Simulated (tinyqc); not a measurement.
RHF in the sto-6g basis, for BH3, spin multiplicity 1, step by step. One step of it, computed by the program tinyqc.

Problem. Iteration 2: DIIS coefficients. Solve [B -1; -1 0][c; lambda] = [0; -1] for the coefficients, which sum to one.

B (overlaps of the stored error matrices):
```
,1,2
1,1.6974768e-01,-4.9112915e-01
2,-4.9112915e-01,2.3316710e+00
```

Give: DIIS coefficients.

Solution.

DIIS coefficients: 0.810  0.190
